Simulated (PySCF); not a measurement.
Compound: C₅H₁₂N (charge +1).
Z-matrix (Å and degrees, GFN2-xTB geometry), rows numbered from 1:
```
C 
N   1  1.4794
C   2  1.4767  1  112.75
C   3  1.4993  2  118.50  1   156.49
C   4  1.5012  3   60.11  2  -108.58
C   5  1.5055  3  119.74  4   110.73
H   1  1.0882  2  109.52  3   -57.27
H   1  1.0883  2  109.81  3    62.06
H   1  1.0881  2  110.62  3  -177.64
H   2  1.0285  1  109.41  3   120.28
H   2  1.0287  1  109.38  3  -122.35
H   3  1.0816  2  111.97  1   -58.49
H   4  1.0783  3  117.51  5  -108.87
H   4  1.0792  3  118.73  5   108.80
H   5  1.0841  3  116.51  4  -106.53
H   6  1.0860  5  111.02  3   -35.53
H   6  1.0876  5  110.65  3    85.35
H   6  1.0868  5  109.87  3  -155.31
```

Structure optimised with GFN2-xTB, isolated species.

Take the most abundant isotopes and a rigid rotor. The values belong to one conformer with, in the numbering `[CH3:1][NH2+:2][C@@H:3]1[CH2:4][C@H:5]1[CH3:6]`, C1–N2–C3–C4 156°.

Task: Give the principal moments of inertia and the rotational constants in MHz.

Result: Ia = 80.74, Ib = 224.37, Ic = 275.03 u·Å²; 505379 MHz·u·Å²/I gives A = 6259, B = 2252, C = 1838 MHz.

Task: Classify the top.

Result: An asymmetric top: κ = (2 × 2252 − 6259 − 1838)/(6259 − 1838) = -0.81.

Task: Is it planar, by Δ = Ic − Ia − Ib?

Result: Not planar: Δ = Ic − Ia − Ib = -30.08 u·Å². For a rigid frame Δ = −2 Σ m c², so Σ m c² = 15.04 u·Å² lies off the ab plane: 9.94 from hydrogen and 5.10 from heavier atoms. The atom farthest from that plane is 1.50 Å away.

Task: Give the other two planar moments, Paa and Pbb, and the rms extents of the mass along the axes.

Result: Paa = Σ m a² = (Ib + Ic − Ia)/2 = 209.33 and Pbb = Σ m b² = (Ia + Ic − Ib)/2 = 65.70 u·Å². With the mass M = 86.10 u, the rms extents √(P/M) along a, b and c are 1.56, 0.87, 0.42 Å.

Task: List the rotational levels J(Ka,Kc) to J = 3 (cm⁻¹).

Result: Above 0(0,0):
J = 1: 1(0,1) 0.1364, 1(1,1) 0.2701, 1(1,0) 0.2839
J = 2: 2(0,2) 0.4083, 2(1,2) 0.5291, 2(1,1) 0.5706, 2(2,1) 0.9716, 2(2,0) 0.9726
J = 3: 3(0,3) 0.8135, 3(1,3) 0.9170, 3(1,2) 1.0000, 3(2,2) 1.3809, 3(2,1) 1.3859, 3(3,1) 2.0844, 3(3,0) 2.0844
The levels of one J sum to (2J + 1)J(J + 1)(A + B + C)/3.

Task: Estimate the classical rotational partition function at 25 K, 50 K and 100 K.

Result: Point group C1, symmetry number σ = 1; q = (√π/σ)·√((kT/h)³/(ABC)), k/h = 20836.6 MHz/K: 4140 at 25 K, 11700 at 50 K, 33100 at 100 K.

Not checked by GFN2-xTB frequencies. Constants of a rigid frame at the computed geometry: no zero-point averaging, no centrifugal distortion.
